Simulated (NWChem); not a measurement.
Species: LiH; SMILES [LiH]

```xyz
2

Li     0.0000     0.0000     0.4586
H      0.0000     0.0000    -1.1457
```
Atoms are numbered in this order, from 1.

Program: NWChem. Geometry optimised at PBE-D3(BJ)/def2-SVP; all other runs use it. Pople sets run with spherical d functions.

```csv
quantity,level,value
"vertical, lowest state with f > 0.02, singlet (eV)","PBE0/6-31+G*, TDA",3.57
"isotropic polarisability (bohr³), static",Hartree-Fock/6-31+G*,20.9
"vertical ionisation energy, ΔSCF (eV)","LDA (Slater exchange, VWN5)/def2-TZVP",8.21
highest occupied level (eV),TPSSh/6-31G*,-4.96
dipole (D),PBE-D3(BJ)/def2-SVP,5.43
highest harmonic frequency (cm⁻¹),PBE-D3(BJ)/def2-SVP,1393
```
